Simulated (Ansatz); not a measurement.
PBE against other levels and measurement: fcc Ca

Programs: Ansatz (a first-principles code).

| property | PBE | LDA | HSE06 | reference | PBE less reference |
|---|---|---|---|---|---|
| lattice constant a (Å) | 5.526 | 5.337 | 5.591 | 5.553 | -0.49 % |
| bulk modulus B0 (GPa) | 17.4 | 19.1 | 17.3 | 18.6 | not scored |
| cohesive energy (eV/atom) | 1.91 | 2.20 | 1.81 | 1.86 | +0.05 eV/atom |
| elastic constant C11 (GPa) | 22.4 | 23.9 | 23.4 | – | – |
| elastic constant C44 (GPa) | 14.6 | 11.7 | 18.9 | 16* | -8.8 % |
| Voigt–Reuss–Hill shear modulus (GPa) | 8.5 | 7.4 | 10.8 | – | – |

It does well for the cohesive energy (+0.05 eV/atom). In between, or not called against an uncorrected reference: lattice constant a (-0.49 %), elastic constant C44 (-8.8 %). Where no measured value is used, PBE differs from HSE06 by -4.3 % in the elastic constant C11; from HSE06 by -21 % in the Voigt–Reuss–Hill shear modulus.

A star marks values at room or unstated temperature without corrections; heat and zero-point motion as a rule enlarge cells and lower moduli and gaps.

Called good within 0.10 eV/atom for the cohesive energy.

Called well off clearly beyond 0.50 % for the lattice constant a, 0.20 eV/atom for the cohesive energy (bounds picked here from the quality of each reference).

Not scored: bulk modulus (sources at odds).

The references are measured values: lattice constant a corrected to a static lattice, bulk modulus corrected to a static lattice, cohesive energy corrected to a static lattice, elastic constant C44 unstated.

Unless a row names a cell, each level is at its own relaxed cell.

Caveats: hybrids on metals are sensitive to the k mesh (HSE06). Ansatz's density-functional and Hartree–Fock values are scalar-relativistic unless marked +SOC, with PAW data made under PBE.

References as tabulated in Csonka et al. (2009), arXiv:0903.4037; Levämäki et al. (2014), arXiv:1402.3671; Jana et al. (2018), arXiv:1807.00350; Jones et al. (2010), arXiv:1012.0803.
